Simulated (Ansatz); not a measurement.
Relaxation of CH5FSi (8 atoms, charge 0, multiplicity 1), to a largest force component of 0.03 eV/Å in at most 50 steps.

Method: RKS PBE0/def2-SVPD in Ansatz 0.2.0.

```xyz
8
Properties=species:S:1:pos:R:3
Si 0.149 0.025 0.267
H 0.193 -0.245 1.696
C 1.997 0.021 0.195
H 2.339 -0.969 0.536
H 2.493 0.247 -0.762
H 2.340 0.761 0.939
H -0.563 1.264 -0.138
F -0.529 -1.211 -0.570
```

Task: Where does it end, and by what steps?

Result: The run converged. The force dipped under the threshold on the way, but the program's further checks kept it going. After 7 steps the energy has fallen by 0.300 eV; H2 moved furthest, 0.44 Å.

```json
{"step": "0", "energy less start (eV)": "0.0000", "largest force component (eV/Å)": "1.111", "accepted": "yes"}
{"step": "1", "energy less start (eV)": "-0.2147", "largest force component (eV/Å)": "0.383", "accepted": "yes"}
{"step": "2", "energy less start (eV)": "-0.2664", "largest force component (eV/Å)": "0.268", "accepted": "yes"}
{"step": "3", "energy less start (eV)": "-0.2852", "largest force component (eV/Å)": "0.234", "accepted": "yes"}
{"step": "4", "energy less start (eV)": "-0.2981", "largest force component (eV/Å)": "0.071", "accepted": "yes"}
{"step": "5", "energy less start (eV)": "-0.2996", "largest force component (eV/Å)": "0.014", "accepted": "yes"}
{"step": "6", "energy less start (eV)": "-0.2996", "largest force component (eV/Å)": "0.101", "accepted": "yes"}
{"step": "7", "energy less start (eV)": "-0.2999", "largest force component (eV/Å)": "0.022", "accepted": "yes"}
```

```xyz
8
Properties=species:S:1:pos:R:3
Si 0.188 0.004 0.372
H -0.239 -0.298 1.767
C 2.041 0.017 0.196
H 2.476 -0.943 0.512
H 2.341 0.210 -0.844
H 2.470 0.810 0.828
H -0.424 1.281 -0.091
F -0.433 -1.187 -0.579
```

Whether the end is a true minimum wasn't checked by a vibrational analysis.

The run took 17 s on 2 threads of Arm Neoverse V1, on a shared host, peak memory 0.18 GiB.
